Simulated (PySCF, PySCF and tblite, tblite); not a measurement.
# C₄H₅N: a path driven as pyramidal inversion, and NMR exchange

How fast is pyramidal inversion in C₄H₅N (`C#CN1CC1`), and when do the exchanging lines merge?

Programs: PySCF 2.14.0 with density-fitted response routines of our own, and tblite 0.8.0. All values are computed, except where a source is named. Atoms count from 0 throughout.

## (1) The molecule as given

10 atoms, charge 0, multiplicity 1; geometry from: force field or distance geometry start.

Bonds of the start (Å): C0–C1 1.21, C0–H5 1.06, C1–N2 1.45, C3–C4 1.52, C3–H6 1.07, C3–H7 1.07, C4–H8 1.08, C4–H9 1.08, N2–C3 1.48, N2–C4 1.47.

## (2) GFN2-xTB relaxation, start minimum

What the job is given:

```
{"job": {"xc": "GFN2-xTB", "basis": "xTB", "kind": "relax"}, "charge": 0, "multiplicity": 1}
C     -0.190700    -2.807600    -0.956000
C     -0.489000    -1.659700    -1.204700
N     -0.812700    -0.271100    -1.481000
C     -1.672600    -0.048900    -2.662200
C     -2.219600     0.097800    -1.255700
H      0.055000    -3.815000    -0.742500
H     -1.407400     0.833900    -3.214800
H     -1.909200    -0.939000    -3.216400
H     -2.841500    -0.681300    -0.851000
H     -2.337300     1.093500    -0.853900
```

Launch:

```console
$ OMP_NUM_THREADS=1 python ens_run.py task.json out
```

One launch serves the whole session.

The log of the run:

```text
step      E/eV     max force
  0    -378.70564    2.817
  1    -378.88856    1.252
  2    -378.93975    1.827
  3    -378.95096    2.500
  4    -378.98274    0.566
  5    -378.98984    0.325
  6    -378.99809    0.371
  7    -379.00104    0.189
  8    -379.00284    0.161
  9    -379.00562    0.269
 10    -379.00795    0.260
 11    -379.00943    0.149
 12    -379.01034    0.110
 13    -379.01157    0.227
 14    -379.01369    0.373
 15    -379.01620    0.373
 16    -379.01792    0.191
 17    -379.01877    0.078
 18    -379.01947    0.163
 19    -379.02055    0.273
 20    -379.02192    0.302
 21    -379.02316    0.199
 22    -379.02385    0.067
 23    -379.02415    0.066
 24    -379.02444    0.114
 25    -379.02478    0.116
 26    -379.02501    0.066
 27    -379.02510    0.018
 28    -379.02512    0.011
 29    -379.02513    0.012
 30    -379.02513    0.005
 31    -379.02513    0.003
 32    -379.02513    0.004
 33    -379.02514    0.005
 34    -379.02514    0.003
```

It took 0.13 s on 1 thread of Intel Xeon at 2.80GHz, shared host.

Gain 0.320 eV; displacement 0.12 Å root mean square.

## (3) Relaxed scan, inversion

What the job is given:

```
{"job": {"xc": "GFN2-xTB", "basis": "xTB", "coordinate": [["t", [4, 1, 3, 2], 0.3333333333333333], ["t", [1, 3, 4, 2], 0.3333333333333333], ["t", [3, 4, 1, 2], 0.3333333333333333]], "kind": "drive"}, "charge": 0, "multiplicity": 1}
C     -0.168975    -2.795587    -0.948263
C     -0.525690    -1.680713    -1.211722
N     -0.866886    -0.416557    -1.485595
C     -1.662361    -0.065714    -2.636786
C     -2.201365     0.085659    -1.266349
H      0.196034    -3.744821    -0.699683
H     -1.319957     0.809109    -3.173947
H     -2.055960    -0.857764    -3.264869
H     -2.973018    -0.600246    -0.933480
H     -2.246882     1.069337    -0.817532
```

The log of the run:

```text
point  coordinate     E/eV
  0     36.600     -378.93991
  1     24.500     -378.80906
  2     12.200     -378.72941
  3      0.000     -378.70249
  4    -12.200     -378.72961
  5    -24.500     -378.80886
  6    -36.500     -378.93994
  7    -46.600     -379.02495
```

Run time: 0.7 s. Hardware: 1 thread of Intel Xeon at 2.80GHz, shared host.

The highest point is number 3, 5.5 kcal/mol above the first.

## (4) Nudged elastic band, leg 1

Changed since step 3:

```diff
@@ -1,2 +1,2 @@
-{"job": {"xc": "GFN2-xTB", "basis": "xTB", "coordinate": [["t", [4, 1, 3, 2], 0.3333333333333333], ["t", [1, 3, 4, 2], 0.3333333333333333], ["t", [3, 4, 1, 2], 0.3333333333333333]], "kind": "drive"}, "charge": 0, "multiplicity": 1}
+{"job": {"xc": "GFN2-xTB", "basis": "xTB", "kind": "neb"}, "charge": 0, "multiplicity": 1}
 C     -0.168975    -2.795587    -0.948263
```

The log of the run:

```text
image   E - E0 / eV
  0       0.0000
  1       0.0493
  2       0.1847
  3       0.3224
  4       0.1844
  5       0.0499
  6       0.0000
```

It took 1.2 s on 1 thread of Intel Xeon at 2.80GHz, shared host.

The highest point is number 3, 7.4 kcal/mol above the first.

## (5) Saddle search, leg 1

What the job is given:

```
{"job": {"xc": "GFN2-xTB", "basis": "xTB", "kind": "saddle"}, "charge": 0, "multiplicity": 1}
C      1.414308    -2.028963     0.783353
C      0.801628    -1.053974     0.430688
N      0.054171    -0.064709     0.026688
C     -0.346850     0.772952    -1.031055
C     -0.891459     0.924395     0.355935
H      2.062293    -2.778192     1.118802
H      0.362626     1.509864    -1.400739
H     -0.981321     0.345491    -1.803561
H     -1.910673     0.605485     0.559561
H     -0.564723     1.767650     0.960327
```

The log of the run:

```text
step      E/eV     max force
  0    -378.70278   0.0263
  1    -378.70329   0.0581
  2    -378.70337   0.0194
  3    -378.70339   0.0182
  4    -378.70341   0.0062
  5    -378.70341   0.0024
lowest wavenumbers (cm-1): -296.3 73.6 166.6 438.4 487.6 671.3
```

It took 0.56 s on 1 thread of Intel Xeon at 2.80GHz, shared host.

Point group C2v; 1 imaginary mode, 296i cm⁻¹, carried by N2, C1. Steps downhill from it reached both ends.

## (6) DFT refinement, start: B3LYP-D3(BJ)/def2-SVP

What the job is given:

```
{"job": {"xc": "B3LYP", "basis": "def2-SVP", "kind": "refine"}, "charge": 0, "multiplicity": 1}
C     -0.168975    -2.795587    -0.948263
C     -0.525690    -1.680713    -1.211722
N     -0.866886    -0.416557    -1.485595
C     -1.662361    -0.065714    -2.636786
C     -2.201365     0.085659    -1.266349
H      0.196034    -3.744821    -0.699683
H     -1.319957     0.809109    -3.173947
H     -2.055960    -0.857764    -3.264869
H     -2.973018    -0.600246    -0.933480
H     -2.246882     1.069337    -0.817532
```

The log of the run:

```text
step      E/eV     max force
  0     -5711.95000   1.0798
  1     -5712.00491   0.3039
  2     -5712.00494   0.1521
  3     -5712.00595   0.0425
  4     -5712.00605   0.0295
  5     -5712.00607   0.0014
```

It took 23 s on 1 thread of Intel Xeon at 2.80GHz, shared host; peak memory 0.5 GiB.

Relaxing gained 0.056 eV and moved the atoms by 0.04 Å on average (rms).

**DFT refinement, saddle of leg 1: B3LYP-D3(BJ)/def2-SVP**

What the job is given:

```
{"job": {"xc": "B3LYP", "basis": "def2-SVP", "kind": "refine"}, "charge": 0, "multiplicity": 1}
C      1.458309    -1.994626     0.794114
C      0.782730    -1.069308     0.426096
N      0.049347    -0.067288     0.026855
C     -0.347589     0.771708    -1.031001
C     -0.893439     0.924573     0.355334
H      2.046930    -2.797033     1.114341
H      0.367310     1.503636    -1.399295
H     -0.985667     0.351963    -1.805022
H     -1.915454     0.612350     0.556427
H     -0.562477     1.764024     0.962151
```

The log of the run:

```text
step      E/eV     max force
  0     -5711.60913   1.1231
  1     -5711.65829   0.2004
  2     -5711.64855   0.3382
  3     -5711.66030   0.0575
  4     -5711.66033   0.0071
```

Run time: 19 s. Hardware: 1 thread of Intel Xeon at 2.80GHz, shared host; peak memory 0.5 GiB.

Relaxing gained 0.051 eV and moved the atoms by 0.02 Å on average (rms).

## (7) Shieldings, start: revPBE/pcSseg-1 in water

What the job is given:

```
{"job": {"kind": "nmr", "xc": "revPBE", "basis": "pcSseg-1", "solvent": "water", "pop": false}, "charge": 0, "multiplicity": 1}
C     -0.164846    -2.794989    -0.946664
C     -0.508424    -1.660213    -1.207092
N     -0.838408    -0.380423    -1.478302
C     -1.663116    -0.054381    -2.642978
C     -2.205388     0.097916    -1.264624
H      0.154333    -3.790887    -0.711227
H     -1.337948     0.824301    -3.209176
H     -2.033455    -0.892152    -3.243984
H     -2.945114    -0.636098    -0.926637
H     -2.282695     1.089628    -0.807541
```

The log of the run:

```text
coarse grid: 8512 points
cycle   1  E = -209.9033392291  dE =  6.155e-01  |g| = 4.404e-01  |ddm| = 2.956e+00
cycle   2  E = -209.8541778494  dE =  4.916e-02  |g| = 6.069e-01  |ddm| = 8.947e-01
cycle   3  E = -209.9342249127  dE = -8.005e-02  |g| = 2.776e-01  |ddm| = 6.060e-01
cycle   4  E = -209.9541168765  dE = -1.989e-02  |g| = 2.604e-02  |ddm| = 2.429e-01
cycle   5  E = -209.9542804857  dE = -1.636e-04  |g| = 5.778e-03  |ddm| = 3.270e-02
cycle   6  E = -209.9542878649  dE = -7.379e-06  |g| = 1.266e-03  |ddm| = 6.415e-03
final grid: 82688 points
cycle   7  E = -209.9871729225  dE = -2.901e-05  |g| = 1.006e-02  |ddm| = 4.200e-02
cycle   8  E = -209.9871373282  dE =  3.559e-05  |g| = 1.544e-02  |ddm| = 2.344e-02
cycle   9  E = -209.9871955950  dE = -5.827e-05  |g| = 3.882e-03  |ddm| = 1.515e-02
cycle  10  E = -209.9871993670  dE = -3.772e-06  |g| = 7.575e-04  |ddm| = 3.034e-03
cycle  11  E = -209.9871995032  dE = -1.363e-07  |g| = 1.433e-04  |ddm| = 8.631e-04
cycle  12  E = -209.9871995085  dE = -5.210e-09  |g| = 1.533e-05  |ddm| = 1.540e-04
cycle  13  E = -209.9871995085  dE = -5.497e-11  |g| = 3.457e-06  |ddm| = 1.719e-05
converged SCF energy = -209.9871995085

GIAO shielding tensors (ppm)
atom      isotropic    diamagn.    paramagn.     s11        s22        s33       span
  0 C      139.348     252.553    -113.205     66.084     90.675    261.285    195.200
  1 C       88.363     260.142    -171.779    -18.844     -7.544    291.477    310.321
  2 N      230.197     322.510     -92.313    157.778    226.534    306.280    148.503
  3 C      145.535     255.753    -110.218     96.810    158.280    181.515     84.705
  4 C      145.537     248.650    -103.114     96.805    158.277    181.527     84.722
  5 H       29.641      31.042      -1.401     24.347     24.401     40.176     15.829
  6 H       29.057      29.679      -0.622     23.589     25.806     37.775     14.186
  7 H       29.300      27.171       2.129     24.724     27.753     35.424     10.699
  8 H       29.301      28.050       1.250     24.724     27.754     35.424     10.700
  9 H       29.057      30.346      -1.288     23.590     25.807     37.776     14.186
```

Run time: 5.4 s. Hardware: 1 thread of Intel Xeon at 2.80GHz, shared host; peak memory 0.5 GiB.

Key values: HOMO -5.54 eV, LUMO 0.00 eV; dipole 2.74 D.

## (8) Shieldings, saddle of leg 1: revPBE/pcSseg-1 in water

What the job is given:

```
{"job": {"kind": "nmr", "xc": "revPBE", "basis": "pcSseg-1", "solvent": "water", "pop": false}, "charge": 0, "multiplicity": 1}
C      1.470496    -2.009739     0.799616
C      0.785215    -1.073547     0.428472
N      0.045277    -0.062868     0.025430
C     -0.347231     0.775744    -1.043769
C     -0.901932     0.931487     0.363868
H      2.073029    -2.832563     1.127854
H      0.374925     1.521035    -1.408675
H     -0.999893     0.351483    -1.821034
H     -1.937359     0.614720     0.557951
H     -0.562527     1.784248     0.970287
```

The log of the run:

```text
coarse grid: 8512 points
cycle   1  E = -209.8873220227  dE =  7.058e-01  |g| = 4.404e-01  |ddm| = 2.981e+00
cycle   2  E = -209.8227900028  dE =  6.453e-02  |g| = 6.433e-01  |ddm| = 9.153e-01
cycle   3  E = -209.9200467255  dE = -9.726e-02  |g| = 2.746e-01  |ddm| = 6.810e-01
cycle   4  E = -209.9395922782  dE = -1.955e-02  |g| = 2.113e-02  |ddm| = 2.162e-01
cycle   5  E = -209.9396918169  dE = -9.954e-05  |g| = 1.088e-02  |ddm| = 2.922e-02
cycle   6  E = -209.9397119538  dE = -2.014e-05  |g| = 4.411e-03  |ddm| = 9.020e-03
cycle   7  E = -209.9397159914  dE = -4.038e-06  |g| = 5.340e-04  |ddm| = 2.811e-03
final grid: 82688 points
cycle   8  E = -209.9722886001  dE = -3.442e-05  |g| = 8.150e-03  |ddm| = 3.923e-02
cycle   9  E = -209.9722707769  dE =  1.782e-05  |g| = 1.186e-02  |ddm| = 1.780e-02
cycle  10  E = -209.9723039257  dE = -3.315e-05  |g| = 3.187e-03  |ddm| = 1.105e-02
cycle  11  E = -209.9723063142  dE = -2.388e-06  |g| = 6.644e-04  |ddm| = 2.525e-03
cycle  12  E = -209.9723064116  dE = -9.740e-08  |g| = 2.053e-04  |ddm| = 5.865e-04
cycle  13  E = -209.9723064214  dE = -9.878e-09  |g| = 3.052e-05  |ddm| = 1.548e-04
cycle  14  E = -209.9723064216  dE = -1.368e-10  |g| = 1.648e-05  |ddm| = 3.158e-05
converged SCF energy = -209.9723064216

GIAO shielding tensors (ppm)
atom      isotropic    diamagn.    paramagn.     s11        s22        s33       span
  0 C      124.634     254.380    -129.746     47.169    119.475    207.258    160.089
  1 C       99.127     261.748    -162.621     -0.308     15.627    282.062    282.369
  2 N      223.222     329.103    -105.881    173.812    225.599    270.255     96.442
  3 C      152.389     251.516     -99.126    107.644    156.896    192.627     84.983
  4 C      152.392     251.522     -99.131    107.656    156.895    192.623     84.967
  5 H       28.143      31.730      -3.587     24.310     24.333     35.786     11.476
  6 H       28.739      28.990      -0.251     23.308     26.124     36.785     13.476
  7 H       28.739      28.989      -0.250     23.306     26.123     36.788     13.481
  8 H       28.739      28.990      -0.251     23.306     26.123     36.788     13.482
  9 H       28.738      28.990      -0.251     23.307     26.123     36.785     13.478
```

Wall time 5.6 s (1 thread of Intel Xeon at 2.80GHz, shared host); peak memory 0.49 GiB.

This run: HOMO -4.86 eV, LUMO -0.20 eV; dipole 3.02 D.

## (9) Barriers, rates and exchange

What the job is given:

```
{"job": {"smiles": "C#CN1CC1", "charge": 0, "mult": 1, "motion": "inversion", "what": "nitrogen in a small ring", "atoms": [2], "drives": [{"terms": [["t", [4, 1, 3, 2], 0.3333333333333333], ["t", [1, 3, 4, 2], 0.3333333333333333], ["t", [3, 4, 1, 2], 0.3333333333333333]], "neg": true, "n": 8}], "study": "path", "level": {"kind": "nmr", "xc": "revPBE", "basis": "pcSseg-1", "solvent": "water"}, "fields": [60, 90, 250], "first": 0, "seed": 639, "refine": {"xc": "B3LYP", "basis": "def2-SVP"}, "kind": "path"}, "charge": 0, "multiplicity": 1}
C     -0.168975    -2.795587    -0.948263
C     -0.525690    -1.680713    -1.211722
N     -0.866886    -0.416557    -1.485595
C     -1.662361    -0.065714    -2.636786
C     -2.201365     0.085659    -1.266349
H      0.196034    -3.744821    -0.699683
H     -1.319957     0.809109    -3.173947
H     -2.055960    -0.857764    -3.264869
H     -2.973018    -0.600246    -0.933480
H     -2.246882     1.069337    -0.817532
```

The log of the run:

```text
stationary points (kcal/mol above the start)
  n  kind          group   xTB      DFT    lowest mode
  0  minimum      Cs       0.00     0.00     170.1
  1  saddle       C2v      7.42     9.88    -296.3
  2  minimum      Cs       0.00     0.00     170.3

GFN2-xTB energies: T/K, barrier G, reaction G (kcal/mol), k forward, k back (1/s)
 150.00     6.41    -0.00   1.44e+03   1.43e+03
 200.00     6.39    -0.00   4.37e+05   4.35e+05
 250.00     6.38    -0.00   1.38e+07   1.37e+07
 298.15     6.39    -0.00   1.29e+08   1.28e+08
 350.00     6.41    -0.00    7.2e+08   7.18e+08
 400.00     6.45    -0.00   2.48e+09   2.48e+09
 500.00     6.57    -0.00   1.39e+10   1.39e+10

B3LYP-D3(BJ)/def2-SVP energies: T/K, barrier G, reaction G (kcal/mol), k forward, k back (1/s)
 150.00     6.96    -0.00        224        223
 200.00     6.94    -0.00   1.08e+05   1.08e+05
 250.00     6.94    -0.00   4.51e+06    4.5e+06
 298.15     6.94    -0.00   5.05e+07   5.04e+07
 350.00     6.97    -0.00   3.25e+08   3.24e+08
 400.00     7.01    -0.00   1.24e+09   1.23e+09
 500.00     7.13    -0.00   7.99e+09   7.97e+09

revPBE/pcSseg-1 + D3(BJ), IEF-PCM water energies: T/K, barrier G, reaction G (kcal/mol), k forward, k back (1/s)
 150.00     8.87    -0.00      0.369      0.366
 200.00     8.85    -0.00        886        882
 250.00     8.85    -0.00   9.64e+04   9.61e+04
 298.15     8.85    -0.00   2.01e+06      2e+06
 350.00     8.88    -0.00   2.08e+07   2.08e+07
 400.00     8.92    -0.00   1.12e+08   1.11e+08
 500.00     9.04    -0.00   1.17e+09   1.17e+09
```

It took 57 s on 1 thread of Intel Xeon at 2.80GHz, shared host; peak memory 0.5 GiB. This counts the whole study up to here.

Barriers by level (kcal/mol; entropies in cal/(mol K)). Zero-point and thermal terms come from xTB in every row. ΔG‡ leaves symmetry out; the rate counts one path; effective ΔG‡, where given, is the barrier that would give that rate by Eyring's equation alone:

| level | ΔE‡ | with zero-point | ΔH‡ | ΔS‡ | ΔG‡ (298 K) | ΔE of reaction | k at 298 K (1/s) | effective ΔG‡ |
| --- | --- | --- | --- | --- | --- | --- | --- | --- |
| GFN2-xTB | 7.42 | 6.52 | 6.49 | 0.3 | 6.39 | 0.00 | 1.3e+08 | 6.39 |
| B3LYP-D3(BJ)/def2-SVP | 7.97 | 7.07 | 7.05 | 0.3 | 6.94 | 0.00 | 5e+07 | 6.94 |
| revPBE/pcSseg-1 + D3(BJ), IEF-PCM water | 9.88 | 8.98 | 8.96 | 0.3 | 8.85 | 0.00 | 2e+06 | 8.85 |

Sites that the driver pairs across this motion, and where their lines would merge (no couplings; faster rotations or exchange between molecules can average them sooner):

| nucleus | sites: shielding (ppm) | proton frequency (MHz) | spread (Hz) | coalescence (K) | lines at 298 K |
| --- | --- | --- | --- | --- | --- |
| ¹H | H6, H9: 29.06; H7, H8: 29.30 | 60 | 15 | 175 | 1 |
| ¹H | H6, H9: 29.06; H7, H8: 29.30 | 90 | 22 | 178 | 1 |
| ¹H | H6, H9: 29.06; H7, H8: 29.30 | 250 | 61 | 185 | 1 |

## (10) Results

```
                                         quantity                              value
barrier (revPBE/pcSseg-1 + D3(BJ), IEF-PCM water)   ΔE‡ 9.9, ΔG‡(298 K) 8.8 kcal/mol
                               barrier (GFN2-xTB)                   ΔE‡ 7.4 kcal/mol
                                    rate at 298 K                          2e+06 s⁻¹
                                  end of the path  the start, renumbered or mirrored
                             coalescence of ¹H H6                   185 K at 250 MHz
```

**Reading.** The barrier is 9.9 kcal/mol at the DFT level (xTB: 7.4); with thermal terms and the count of paths the DFT value gives a rate of 2e+06 s⁻¹ at 298 K. An error of 1.4 kcal/mol changes that rate tenfold. The ¹H lines of H6 and its partners, 61 Hz apart at 250 MHz, merge at 185 K, so by this path alone the exchange at 298 K is fast for them; other paths were not followed.
